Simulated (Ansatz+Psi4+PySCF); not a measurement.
The numbers below are computed, except where a source is named.
```yaml
atoms:
  - { symbol: C, position_ang: [0.0000, 0.0000, 0.6675] }
  - { symbol: C, position_ang: [0.0000, 0.0000, -0.6675] }
  - { symbol: H, position_ang: [0.0000, 0.9228, 1.2377] }
  - { symbol: H, position_ang: [0.0000, -0.9228, 1.2377] }
  - { symbol: H, position_ang: [0.0000, 0.9228, -1.2377] }
  - { symbol: H, position_ang: [0.0000, -0.9228, -1.2377] }
```

Basis set: cc-pVTZ (spherical functions). Correlated methods keep 2 orbitals frozen. Charge 0, multiplicity 1.

Starred EOM-CCSD(T)(a) on the restricted Hartree–Fock determinant with PySCF 2.14.0; the energies are vertical.

**Question.** The solver was asked for the few lowest roots only. Give the ionization energies of singlet C₂H₄ among them whose weight of singles is over 0.7.

**Answer.**

```
root  energy (eV)  weight of singles
   1        10.59               0.97
   2        13.03               0.96
   3        14.80               0.96
```

Higher main lines weren't sought.
